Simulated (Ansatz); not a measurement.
Predict the output of the script below (Ansatz's Python interface).

`composite.py`
```python
"""Relax HSi cheaply, then refine its energy."""

import itertools

import ansatz as az
from ase.data import atomic_numbers, covalent_radii
import numpy as np

GEOMETRY = """
Si    0.00000    0.00000    0.00000
H     0.00000    0.00000    1.43500
"""

mol = az.Crystal.molecule()
for line in GEOMETRY.strip().splitlines():
    symbol, *xyz = line.split()
    mol = mol.atom(symbol, [float(v) for v in xyz])

base = (
    mol.calculation()
    .basis(gaussian="def2-SVP")
    .functional("PBE0")
    .spin("collinear", total=1)
)
symbols = [site.symbol for site in mol.cartesian_sites]
start = np.array([site.position_ang for site in mol.cartesian_sites], dtype=float)
report = base.relax(force_tolerance=0.01, max_steps=100).run(threads=1, backend="cpu").report
end = np.array(report["positions_ang"])
# pairs closer than 1.2 times the sum of covalent radii, before or after
radius = [covalent_radii[atomic_numbers[s]] for s in symbols]
span = lambda where, i, j: np.linalg.norm(where[i] - where[j])
bonded = [(i, j) for i, j in itertools.combinations(range(len(symbols)), 2) if min(span(start, i, j), span(end, i, j)) < 1.2 * (radius[i] + radius[j])]
print("pair        before    after (A)")
for i, j in bonded:
    print(f"{symbols[i]}{i}-{symbols[j]}{j}".ljust(10), f"{span(start, i, j):8.4f} {span(end, i, j):8.4f}")

minimum = az.Crystal.molecule()
for symbol, place in zip(symbols, end):
    minimum = minimum.atom(symbol, place.tolist())
at_minimum = minimum.calculation().spin("collinear", total=1)
# MP2 extrapolated to the basis limit, plus the small-basis difference CCSD(T) - MP2
level = lambda method, basis: at_minimum.basis(gaussian=basis).correlation(method).run(threads=1, backend="cpu").report
small, large, cluster = level("mp2", "cc-pVDZ"), level("mp2", "cc-pVTZ"), level("ccsd_t", "cc-pVDZ")
corr = lambda each: (each["free_energy_ev"] - each["reference_energy_ev"]) / 27.211386246
mp2_limit = (27 * corr(large) - 8 * corr(small)) / 19
pieces = {"HF / cc-pVTZ": large["reference_energy_ev"] / 27.211386246, "MP2 correlation, DZ-TZ limit": mp2_limit, "CCSD(T) - MP2 / cc-pVDZ": corr(cluster) - corr(small)}
for name, value in pieces.items():
    print(f"{name:32s} {value:14.6f} Ha")
print(f"{'sum':32s} {sum(pieces.values()):14.6f} Ha")
print("T1 diagnostic", round(cluster["correlation"]["coupled_cluster"]["t1_diagnostic"], 4))
```

```console
$ python composite.py
pair        before    after (A)
Si0-H1       1.4350   1.5404
HF / cc-pVTZ                        -289.438791 Ha
MP2 correlation, DZ-TZ limit          -0.086710 Ha
CCSD(T) - MP2 / cc-pVDZ               -0.026118 Ha
sum                                 -289.551619 Ha
T1 diagnostic 0.0166
```

Total energies depend on the basis set; only differences at equal settings carry meaning. The sum leaves out core correlation, relativity, the Hartree-Fock basis error and zero-point energy; a DZ-TZ extrapolation is rough. The run takes the species as open-shell (spin multiplicity 2), which needn't be its ground state. Inner cores stay frozen, so this is valence correlation. For Al to Cl the sets with a tight d function, cc-pV(X+d)Z, are usual. An extrapolation from small basis sets is rough. Run time: 4.1 s on 1 thread of Arm Neoverse V1, with other jobs on the host, peak memory 0.16 GiB.
